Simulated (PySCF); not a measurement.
2-oxazoline, C3H5NO.
Bonds: C1–N2 (double), N2–C3, C3–C4, C4–O5, C1–O5. Hydrogens: H6 on C1; H7, H8 on C3; H9, H10 on C4.

NICS = −σ at a ghost point: NICS(0) at the centroid of the ring atoms, NICS(1) 1 Å to either side along the normal of their mean plane, zz for the tensor component along that normal. Level: GIAO PBE0/pcSseg-1 (PySCF, non-relativistic, gas phase) on the GFN2-xTB geometry, one conformer.

Ring bond lengths (Å), with Mayer bond orders in brackets: C1–N2 1.257 (1.89), N2–C3 1.449 (1.01), C3–C4 1.551 (1.03), C4–O5 1.429 (0.88), O5–C1 1.345 (1.07).

Problem. Give the NICS values of each ring in ppm.

Solution. 
```tsv
ring	type	NICS(0)	NICS(1), two faces	NICS(1)zz, two faces	rms pucker (Å)	centre to ring atoms, mean (Å)
C1–N2–C3–C4–O5	5-membered ring with N and O; formal bonds 1 double, 4 single	-5.5	-3.1 / -3.1	-7.1 / -7.1	0.00	1.19
```

Problem. What do they say, and how far can they be read as aromaticity?

Solution. 
- C1–N2–C3–C4–O5: mean NICS(1)zz -7.1 ppm, shielded. C3, C4 have four or more neighbours, so the value isn't read as a sign of a π ring current.
